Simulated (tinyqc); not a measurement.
Inside a calculation. Method: RHF in the sto-3g basis, for H2O, spin multiplicity 1. One step of it, computed by the program tinyqc.

Question. Iteration 1: building the Fock matrix. J_ij = sum D_kl (ij|kl), K_ij = sum D_kl (ik|jl); F = H + J - 0.5 K; E = tr D H + tr D J / 2 - 0.25 tr D K + E_nn.

D at the start:
```
            1O 1s      1O 2s     1O 2px     1O 2py     1O 2pz      2H 1s      3H 1s
1O 1s    0.474119   0.402326  -0.560406  -0.185879   0.274564   0.162861  -0.064088
1O 2s    0.402326   2.038544   0.087813   0.357918  -0.311598  -0.761954  -0.539952
1O 2px  -0.560406   0.087813   1.440489   0.298519  -0.569647   0.282469   0.330390
1O 2py  -0.185879   0.357918   0.298519   2.026343   0.699210  -1.012723   0.340103
1O 2pz   0.274564  -0.311598  -0.569647   0.699210   0.861903   0.034054   0.306987
2H 1s    0.162861  -0.761954   0.282469  -1.012723   0.034054   2.442074  -0.459096
3H 1s   -0.064088  -0.539952   0.330390   0.340103   0.306987  -0.459096   2.193591
```

core Hamiltonian H = T + V (hartree):
```
             1O 1s      1O 2s     1O 2px     1O 2py     1O 2pz      2H 1s      3H 1s
1O 1s   -32.543267  -7.570754   0.000000   0.000000  -0.012523  -1.125440  -1.125440
1O 2s    -7.570754  -9.168170   0.000000   0.000000  -0.154084  -2.696469  -2.696469
1O 2px    0.000000   0.000000  -7.319671   0.000000   0.000000   0.000000   0.000000
1O 2py    0.000000   0.000000   0.000000  -7.430009   0.000000  -1.642820   1.642820
1O 2pz   -0.012523  -0.154084   0.000000   0.000000  -7.373489  -1.184714  -1.184714
2H 1s    -1.125440  -2.696469   0.000000  -1.642820  -1.184714  -4.395826  -0.861634
3H 1s    -1.125440  -2.696469   0.000000   1.642820  -1.184714  -0.861634  -4.395826
```

Two-electron integrals (ij|kl) in chemists' order, unique and non-zero (hartree):
```
(11|11) 4.785065    (21|11) 0.741380    (21|21) 0.136873    (22|11) 1.118947
(22|21) 0.256633    (22|22) 0.817206    (31|31) 0.024477    (32|31) 0.037809
(32|32) 0.180518    (33|11) 1.115814    (33|21) 0.256684    (33|22) 0.817023
(33|33) 0.880159    (41|41) 0.024477    (42|41) 0.037809    (42|42) 0.180518
(43|43) 0.047444    (44|11) 1.115814    (44|21) 0.256684    (44|22) 0.817023
(44|33) 0.785270    (44|44) 0.880159    (51|51) 0.024477    (52|51) 0.037809
(52|52) 0.180518    (53|53) 0.047444    (54|54) 0.047444    (55|11) 1.115814
(55|21) 0.256684    (55|22) 0.817023    (55|33) 0.785270    (55|44) 0.785270
(55|55) 0.880159    (61|11) 0.110550    (61|21) 0.020256    (61|22) 0.037796
(61|33) 0.037722    (61|41) 0.000758    (61|42) 0.001429    (61|44) 0.037875
(61|51) 0.000529    (61|52) 0.000998    (61|54) 0.000107    (61|55) 0.037797
(61|61) 0.003036    (62|11) 0.290969    (62|21) 0.067668    (62|22) 0.241288
(62|33) 0.237026    (62|41) 0.004168    (62|42) 0.032942    (62|44) 0.245458
(62|51) 0.002911    (62|52) 0.023006    (62|54) 0.005889    (62|55) 0.241139
(62|61) 0.010228    (62|62) 0.091036    (63|31) 0.006807    (63|32) 0.040612
(63|43) 0.006697    (63|53) 0.004677    (63|63) 0.012437    (64|11) 0.179488
(64|21) 0.042254    (64|22) 0.160859    (64|33) 0.153702    (64|41) 0.009073
(64|42) 0.061203    (64|44) 0.172400    (64|51) 0.001583    (64|52) 0.014381
(64|54) 0.008382    (64|55) 0.156289    (64|61) 0.006645    (64|62) 0.073778
(64|64) 0.071547    (65|11) 0.125353    (65|21) 0.029510    (65|22) 0.112343
(65|33) 0.107345    (65|41) 0.001583    (65|42) 0.014381    (65|44) 0.111050
(65|51) 0.007912    (65|52) 0.050656    (65|54) 0.009284    (65|55) 0.118506
(65|61) 0.004641    (65|62) 0.051526    (65|64) 0.041282    (65|65) 0.041268
(66|11) 0.455501    (66|21) 0.107629    (66|22) 0.441927    (66|33) 0.424803
(66|41) 0.007988    (66|42) 0.088788    (66|44) 0.458967    (66|51) 0.005579
(66|52) 0.062009    (66|54) 0.023860    (66|55) 0.441466    (66|61) 0.016377
(66|62) 0.217629    (66|64) 0.201286    (66|65) 0.140577    (66|66) 0.774606
(71|11) 0.110550    (71|21) 0.020256    (71|22) 0.037796    (71|33) 0.037722
(71|41) -0.000758   (71|42) -0.001429   (71|44) 0.037875    (71|51) 0.000529
(71|52) 0.000998    (71|54) -0.000107   (71|55) 0.037797    (71|61) 0.002986
(71|62) 0.009881    (71|64) 0.005915    (71|65) 0.004489    (71|66) 0.015687
(71|71) 0.003036    (72|11) 0.290969    (72|21) 0.067668    (72|22) 0.241288
(72|33) 0.237026    (72|41) -0.004168   (72|42) -0.032942   (72|44) 0.245458
(72|51) 0.002911    (72|52) 0.023006    (72|54) -0.005889   (72|55) 0.241139
(72|61) 0.009881    (72|62) 0.071084    (72|64) 0.040274    (72|65) 0.039017
(72|66) 0.135549    (72|71) 0.010228    (72|72) 0.091036    (73|31) 0.006807
(73|32) 0.040612    (73|43) -0.006697   (73|53) 0.004677    (73|63) 0.009308
(73|73) 0.012437    (74|11) -0.179488   (74|21) -0.042254   (74|22) -0.160859
(74|33) -0.153702   (74|41) 0.009073    (74|42) 0.061203    (74|44) -0.172400
(74|51) -0.001583   (74|52) -0.014381   (74|54) 0.008382    (74|55) -0.156289
(74|61) -0.005915   (74|62) -0.040274   (74|64) -0.014041   (74|65) -0.021693
(74|66) -0.070735   (74|71) -0.006645   (74|72) -0.073778   (74|74) 0.071547
(75|11) 0.125353    (75|21) 0.029510    (75|22) 0.112343    (75|33) 0.107345
(75|41) -0.001583   (75|42) -0.014381   (75|44) 0.111050    (75|51) 0.007912
(75|52) 0.050656    (75|54) -0.009284   (75|55) 0.118506    (75|61) 0.004489
(75|62) 0.039017    (75|64) 0.021693    (75|65) 0.030407    (75|66) 0.080836
(75|71) 0.004641    (75|72) 0.051526    (75|74) -0.041282   (75|75) 0.041268
(76|11) 0.085406    (76|21) 0.020043    (76|22) 0.077567    (76|33) 0.075823
(76|44) 0.077501    (76|51) 0.001353    (76|52) 0.012762    (76|55) 0.079292
(76|61) 0.002993    (76|62) 0.028709    (76|64) 0.020316    (76|65) 0.018300
(76|66) 0.071258    (76|71) 0.002993    (76|72) 0.028709    (76|74) -0.020316
(76|75) 0.018300    (76|76) 0.011394    (77|11) 0.455501    (77|21) 0.107629
(77|22) 0.441927    (77|33) 0.424803    (77|41) -0.007988   (77|42) -0.088788
(77|44) 0.458967    (77|51) 0.005579    (77|52) 0.062009    (77|54) -0.023860
(77|55) 0.441466    (77|61) 0.015687    (77|62) 0.135549    (77|64) 0.070735
(77|65) 0.080836    (77|66) 0.281442    (77|71) 0.016377    (77|72) 0.217629
(77|74) -0.201286   (77|75) 0.140577    (77|76) 0.071258    (77|77) 0.774606
```

nuclear repulsion = 7.70707821 hartree

Give: Coulomb J; exchange K; Fock matrix F; total energy of this density.

Answer.

Coulomb J (hartree):
```
         1O 1s  1O 2s  1O 2px  1O 2py  1O 2pz  2H 1s   3H 1s
1O 1s   10.874  2.310  -0.012   0.005   0.008  0.342   0.341
1O 2s    2.310  6.938   0.039   0.033   0.120  2.188   2.168
1O 2px  -0.012  0.039   6.884   0.028  -0.048  0.011   0.004
1O 2py   0.005  0.033   0.028   7.027   0.053  1.532  -1.498
1O 2pz   0.008  0.120  -0.048   0.053   6.893  1.097   1.074
2H 1s    0.342  2.188   0.011   1.532   1.097  4.757   0.745
3H 1s    0.341  2.168   0.004  -1.498   1.074  0.745   4.690
```

exchange K (hartree):
```
         1O 1s   1O 2s  1O 2px  1O 2py  1O 2pz  2H 1s   3H 1s
1O 1s    3.229   1.469  -0.586  -0.106   0.225  0.351   0.327
1O 2s    1.469   2.387   0.093   0.076  -0.128  0.736   0.745
1O 2px  -0.586   0.093   1.745   0.241  -0.406  0.135   0.056
1O 2py  -0.106   0.076   0.241   2.029   0.461  0.466  -0.506
1O 2pz   0.225  -0.128  -0.406   0.461   1.422  0.435   0.332
2H 1s    0.351   0.736   0.135   0.466   0.435  1.593   0.229
3H 1s    0.327   0.745   0.056  -0.506   0.332  0.229   1.630
```

Fock matrix F (hartree):
```
          1O 1s   1O 2s  1O 2px  1O 2py  1O 2pz   2H 1s   3H 1s
1O 1s   -23.284  -5.995   0.280   0.058  -0.117  -0.959  -0.948
1O 2s    -5.995  -3.424  -0.007  -0.005   0.030  -0.877  -0.901
1O 2px    0.280  -0.007  -1.308  -0.093   0.155  -0.056  -0.024
1O 2py    0.058  -0.005  -0.093  -1.418  -0.177  -0.344   0.398
1O 2pz   -0.117   0.030   0.155  -0.177  -1.191  -0.306  -0.277
2H 1s    -0.959  -0.877  -0.056  -0.344  -0.306  -0.436  -0.231
3H 1s    -0.948  -0.901  -0.024   0.398  -0.277  -0.231  -0.520
```

total energy of this density = -47.24433 hartree
